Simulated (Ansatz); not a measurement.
**Al₂H₂ (triplet): the correlation ladder at distance Al1–H3 = 1.589 Å, 6-31G**

Aim: climb from Hartree-Fock through coupled cluster and multireference methods for Al₂H₂ (triplet) at one geometry and basis, and see what each rung misses.

The runs use Ansatz 0.2.0, Gaussian basis; 6-31G, core rule «outside noble gas», up to 10 orbitals frozen.

Plan: UHF; CCSD(T) on ROHF; CCSD(T) on UHF; BCCD(T) on ROHF; CISD; CCSDT(Q) on ROHF; CCSDT(Q) on UHF; CASSCF and MRCISD+Q, 4 electrons in 4 orbitals; CASSCF and NEVPT2, 4 electrons in 4 orbitals; CASSCF and MRCISD+Q, 8 electrons in 10 orbitals; CASSCF and NEVPT2, 8 electrons in 10 orbitals; Full CI.

17 further runs of the same task are left out: 15 that didn't finish, 2 set aside as unsound or not needed.

## 1. What is computed

The geometry derives from a PBE0/def2-TZVP stationary point (not a proven minimum). One bond is set to the value named and the two fragments are kept rigid.

4 atoms, charge 0, spin multiplicity 3.

Atoms are counted from 1 here; the program's logs count them from 0.

Bond lengths: Al1–Al2 2.545 Å, Al1–H3 1.589 Å, Al1–H4 1.589 Å. Angles: Al2–Al1–H3 116.8°, Al2–Al1–H4 116.8°, H3–Al1–H4 126.5°.

Geometry (Å):

```xyz
4

Al    0.0000    0.0000   -1.2010
Al    0.0000    0.0000    1.3441
H     0.0000    1.4184   -1.9165
H     0.0000   -1.4184   -1.9165
```

## 2. UHF

Input file in.yaml:

```yaml
crystal:
  periodic: [false, false, false]
  atoms:
    - {symbol: Al, position_ang: [0.000000, 0.000000, -1.200958]}
    - {symbol: Al, position_ang: [0.000000, 0.000000, 1.344142]}
    - {symbol: H, position_ang: [0.000000, 1.418400, -1.916458]}
    - {symbol: H, position_ang: [0.000000, -1.418400, -1.916458]}
basis:
  gaussian: {orbitals: 6-31G}
magnetization: {spin_polarized: true, initial_magnetization: 2}
hamiltonian: {xc: hf}
output: {orbitals: {seedname: orbitals}}
```

Launch:

```bash
$ ansatz run in.yaml --threads 1 --pin off --events-out ev --progress --plain --max-ram 2393MiB
```

The runs that follow: CCSD(T) on ROHF; CCSD(T) on UHF; BCCD(T) on ROHF; CISD; CCSDT(Q) on ROHF; CCSDT(Q) on UHF; CASSCF and MRCISD+Q, 4 electrons in 4 orbitals; CASSCF and NEVPT2, 4 electrons in 4 orbitals; CASSCF and MRCISD+Q, 8 electrons in 10 orbitals; CASSCF and NEVPT2, 8 electrons in 10 orbitals; Full CI.

**Question.** What will the summary of the whole plan be? Wanted: FCI below the RHF energy; RMP2 from FCI; UMP2 from FCI; RCCSD from FCI; RCCSD(T) from FCI; UCCSD(T) from FCI; RCCSDT(Q) from FCI; UCCSDT(Q) from FCI; NEVPT2 pair from FCI.

**Answer**, as computed:

```
                         quantity                                                                                                               value
         FCI below the RHF energy                                                                                                          -2.2580 eV
                    RMP2 from FCI                                                                                                          +789.9 meV
                    UMP2 from FCI                                                                                                          +779.1 meV
                   RCCSD from FCI                                                                                                           +79.2 meV
                RCCSD(T) from FCI                                                                                                           +28.8 meV
                UCCSD(T) from FCI                                                                                                           +28.0 meV
               RCCSDT(Q) from FCI                                                                                                            +1.1 meV
               UCCSDT(Q) from FCI                                                                                                            +1.0 meV
             NEVPT2 pair from FCI                                                                                                          +692.1 meV
           MRCISD+Q pair from FCI                                                                                                           +10.9 meV
          NEVPT2 valence from FCI                                                                                                          +177.0 meV
levels within 1 kcal/mol (43 meV)  RCCSD(T), UCCSD(T), BCCD(T), RCCSDT, UCCSDT, RCCSDT(Q), UCCSDT(Q), MRCISD+Q pair, MRCISD valence, MRCISD+Q valence
                    T1 diagnostic                                                                                                               0.044
   effectively unpaired electrons                                                                                                                2.05
```

What this shows: RCCSD(T) lands +28.8 meV from the yardstick (1.3 % of the correlation energy). The occupations are near whole numbers, but T1 = 0.044 shows that the orbitals relax strongly. Of the multireference levels listed MRCISD+Q valence comes nearest in total energy (+9.0 meV), which doesn't show that its space is the better one. These misses are within one basis, not against nature; the frozen cores of restricted and unrestricted runs differ, which can shift their rows.
